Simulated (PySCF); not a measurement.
# O₂: bond curves at several levels of theory

The task here is to estimate one member of a computed series from the others.

Program: PySCF 2.14.0. Level of theory: O STO-3G, no relativity. These are calculated values, not measurements.

The first run:

Settings of the job:

| Item | Value |
| --- | --- |
| atoms | O, O |
| charge | 0 |
| basis | O STO-3G |
| Hamiltonian | no relativity |
| basis functions | 10 |
| electrons treated | 16 |
| masses in u | 15.9949, 15.9949 |
| levels | PBE0, PBE, r²SCAN, BLYP, BHandHLYP, r²SCANh, HF, MP2, SCS-MP2, CCSD, CCSD(T) |
| grid | 80 radial by 434 angular points |
| occupations | held fixed by the projection of orbital angular momentum |
| dissociation limit | O + O, each in its ground configuration |
| starting distance in angstrom | 1.200 |
| values of 2S to try | 0, 2, 4 |

On the command line:

```bash
$ OMP_NUM_THREADS=1 python dia.py task.json out
```

Among the steps run: Set-up; First curve: PBE0; Other states along the same grid; PBE (GGA); r²SCAN; BLYP (GGA); BHandHLYP (global hybrid GGA); r²SCANh; UHF (mean field); Adding correlation.

One of the session's tables, all rows but one given; the rest of the session is left out.

```
      level  Re (mÅ)
        UHF      +10
    UHF-MP2     +100
UHF-SCS-MP2      +72
   UHF-CCSD      +77
UHF-CCSD(T)      +78
        PBE      +93
       BLYP     +106
     r²SCAN      +78
    r²SCANh        ?
       PBE0      +63
  BHandHLYP      +46
```

**Question.** Estimate the row for r²SCANh.

**Answer.** Re (mÅ): +68. In the column «Re (mÅ)» it lies between PBE0 (+63) and UHF-SCS-MP2 (+72).

Time per point (s) on 1 thread of Intel Xeon Platinum 8375C at 2.90GHz, shared host (CPU time, shared integrals of 0.0048 s apart; correlated levels include their reference; CCSD comes with the CCSD(T) run); the times are rough: UHF 0.011, UHF-MP2 0.016, UHF-SCS-MP2 0.016, UHF-CCSD(T) 0.07, PBE 0.1, BLYP 0.086, r²SCAN 0.15, r²SCANh 0.14, PBE0 0.17, BHandHLYP 0.092.

What this shows: Against the measured constants, the bond length is nearest at UHF (+10 mÅ) and farthest at BLYP (+106 mÅ); the wavenumber is nearest at UHF-SCS-MP2 (+1.2 %) and farthest at UHF (+32.1 %). In a basis this small the correlated methods are far from their limit, so the ranking is that of method and basis together. Among the levels with a De in the table, it runs from 0.70 eV (UHF) to 6.93 eV (PBE).

To keep in mind: Lowest PBE0 solution found, without spin–orbit coupling: ³Σg⁻ (triplet), unpaired electrons π ↑↑. Warnings in the runs' records: inverted.
